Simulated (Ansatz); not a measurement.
HB–Ga–Cl, triplet in cc-pVDZ: errors against UCCSDT(Q)

Geometry: a PBE0/def2-TZVP stationary point for this spin, not checked as a minimum.

```
atom   x (Å)    y (Å)    z (Å)
   B  0.0000  -0.3428   2.2964
  Ga  0.0000   0.0981   0.4394
  Cl  0.0000  -0.0891  -1.6618
   H  0.0000   0.0237   3.4216
```

Basis cc-pVDZ; Ansatz 0.2.0. Only valence electrons are correlated (noble-gas cores and the filled d shells of p-block atoms frozen), which leaves 14 electrons in 44 orbitals. R marks a restricted (for open shells ROHF) determinant, U an unrestricted one. Active spaces: frontier = (10e, 10o) about the gap. No spin–orbit coupling is included, and no scalar relativity.

Full CI isn't at hand for all of this; UCCSDT(Q) serves as the reference, and is uncertain by the last step of the cluster series or more. The frozen core follows each run's orbitals, which can shift R against U totals by a few meV for light atoms and by up to 0.1 eV past Ca.

- UHF ⟨S²⟩: 2.024
- T1 diagnostic (RCCSD): 0.0184
- largest doubles amplitude (RCCSD): 0.067
- T1 diagnostic (UCCSD): 0.0163

| level | E − E(UCCSDT(Q)) (kJ/mol) | wall time |
| --- | --- | --- |
| UHF | 746.2 | – |
| UMP2 | 113.6 | – |
| UCCSD | 25.9 | – |
| UCCSD(T) | 5.3 | 13 s |
| UCCSDT | 1.8 | – |

Run but not shown, since their state, orbitals or frozen core can't be matched to the reference's or they repeat it: RHF, RMP2, RCCSD, RCCSD(T), BCCD(T), RCCSDT, RCCSDT(Q), CASSCF (frontier space), NEVPT2 (frontier space).

Times hold each run's SCF and search for its determinant on a shared host, so for small cases they say little of a method's own cost; they ran on 1 thread of Arm Neoverse V1. Some runs computed forces too.

Atomization energy (electronic, same basis, no zero-point term; atoms at the same level, unrestricted beside the R rows where the molecule is a closed shell, but restricted open-shell past Ca, as are all atoms' steps beyond CCSDT(Q)) at UCCSDT(Q): 810.0 kJ/mol. Errors of other levels:

| level | error (kJ/mol) |
| --- | --- |
| UHF | -129.4 |
| UMP2 | 36.0 |
| UCCSD | -16.7 |
| UCCSD(T) | -2.8 |
| UCCSDT | -1.4 |

This basis is far from its limit, so the value isn't to be set against a measured one.
